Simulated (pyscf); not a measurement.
PySCF, gas phase, ωB97X-D3(BJ)/def2-SVP geometries.

For the elementary gas-phase step H₃Si–Si(SiH₃)=Si(SiH₃)–SiH₃ + disilane (H₃Si–SiH₃) → H₃Si–SiH₂–Si(SiH₃)(SiH₃)–SiH(SiH₃)–SiH₃ (singlet surface; H–Si broken, Si–Si, H–Si formed), what barrier and reaction energy does HF/def2-TZVP give, measured from the separated reactants?

ΔE‡ = 158.8 kJ/mol, ΔE = -150.7 kJ/mol. ωB97M-D3(BJ)/def2-TZVP gives 45.2 kJ/mol and -188.3 kJ/mol. Zero-point energy shifts the barrier by +4.5 kJ/mol. It is an addition across a multiple bond or ene-type step, with an imaginary mode of 242i cm⁻¹. On the reactant side the descent ends in a complex (not fully relaxed), 32.3 kJ/mol under the separated species and 67.1 kJ/mol under the saddle at ωB97X-D3(BJ)/def2-TZVP. At the saddle there is also a short Si–Si contact that neither side keeps. At ωB97X-D3(BJ)/def2-TZVP the barrier from the zero used here is 34.8 kJ/mol. H₃Si–Si(SiH₃)=Si(SiH₃)–SiH₃ lies 100.9 kJ/mol over its isomer cyclic H₁₂Si₆ (SMILES [SiH3][SiH2][SiH]1[SiH2][SiH2][SiH2]1) (electronic energy, ωB97M-D3(BJ)/def2-TZVP). This is the saddle that the search found; another between the same sides may lie lower.
